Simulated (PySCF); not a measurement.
Molecule: SMILES [H]/N=C\[C@@H]1CN1, C3H6N2.

Cartesian coordinates in Å; atom numbers follow the order of the lines, from 1:
```xyz
11

N     2.010   -0.176    0.578
C     1.333    0.191   -0.410
C    -0.123   -0.021   -0.618
C    -1.080    0.500    0.400
N    -0.771   -0.901    0.335
H     1.464   -0.691    1.271
H     1.846    0.732   -1.201
H    -0.450   -0.021   -1.655
H    -0.678    1.011    1.266
H    -2.046    0.865    0.067
H    -1.501   -1.485   -0.059
```

Frames of a GFN2-xTB Langevin trajectory at 400 K; GIAO PBE0/pcSseg-1 shieldings in PySCF, gas phase, non-relativistic; equivalent atoms averaged within each frame.

References, each an isolated molecule treated in the same way: 15N (σref 267.73) vs NH3; TMS for 13C (σref 186.93) and 1H (σref 31.72). The references are static minima.

Q: How do the shifts (ppm) fluctuate along the trajectory?

A: 
| time (fs) | N1 | N5 | C2 | C4 | C3 | H6 | H7 | H9 | H10 | H8 |
| --- | --- | --- | --- | --- | --- | --- | --- | --- | --- | --- |
| 250 | 381.7 | 31.5 | 190.1 | 42.2 | 31.9 | 12.62 | 8.85 | 3.95 | 3.06 | 2.40 |
| 425 | 366.9 | 38.5 | 170.1 | 46.0 | 30.7 | 13.94 | 9.02 | 3.27 | 3.91 | 2.53 |
| 625 | 340.5 | 36.2 | 176.4 | 27.1 | 39.7 | 10.18 | 8.51 | 2.52 | 2.31 | 3.93 |
| 800 | 366.6 | 48.6 | 180.0 | 33.9 | 23.9 | 10.47 | 8.62 | 0.98 | 3.73 | 2.68 |
| 1000 | 344.0 | 63.6 | 165.9 | 35.2 | 23.5 | 11.70 | 8.53 | 1.62 | 3.52 | 2.69 |
| mean of frames | 360.0 | 43.7 | 176.5 | 36.9 | 29.9 | 11.78 | 8.71 | 2.47 | 3.31 | 2.84 |
| standard deviation | 17.3 | 12.8 | 9.4 | 7.4 | 6.7 | 1.55 | 0.22 | 1.20 | 0.64 | 0.62 |

5 frames give an uncertainty of the mean of about the standard deviation over 2.2 at best, since frames this close in time may not be independent; classical motion lacks zero-point vibration, and the reference would need the same averaging.
